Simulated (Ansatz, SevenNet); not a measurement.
## hcp Co: properties by level of theory

Reference values: lattice constant a 2.507 Å (measured, 293 K, not corrected to a static lattice; as tabulated in Wikipedia's data pages); lattice parameter c 4.07 Å (measured, 293 K, no zero-point or thermal correction; as tabulated in Wikipedia's data pages).

| level (code) | equilibrium lattice constant a (Å) | lattice parameter c (Å) |
|---|---|---|
| SevenNet-0 | 2.490 | 4.013 |
| SevenNet-l3i5 | 2.498 | 4.001 |
| rVV10 (Ansatz) | 2.506 | 4.051 |
| r²SCAN-D4 (Ansatz) | 2.465 | 4.007 |
| B3LYP (VWN-RPA form) (Ansatz) | 2.499 | 4.084 |

Differences from the reference values (errors of the level alone only where the reference is corrected to a static lattice):

```tsv
level	lattice constant a (%)	lattice parameter c (%)
SevenNet-0	-0.68	-1.40
SevenNet-l3i5	-0.36	-1.70
rVV10	-0.04	-0.47
r²SCAN-D4	-1.68	-1.55
B3LYP (VWN-RPA form)	-0.32	+0.34
```

Nearest: lattice constant a, not ranked (reference at room or unstated temperature); lattice parameter c, not ranked (reference at room or unstated temperature).

Machine-learned potentials (SevenNet-0, SevenNet-l3i5) are trained on DFT data: a solid inside that data is no test of them.

Ansatz's density-functional and Hartree–Fock values are scalar-relativistic unless marked +SOC, with PAW data made under PBE.

Spin-polarised runs: rVV10 (parallel moments), r²SCAN-D4 (parallel moments), B3LYP (VWN-RPA form) (parallel moments).

Differences are worked out from the printed values.

The computed numbers hold no vibrational or temperature effects.

Ansatz is a first-principles code.
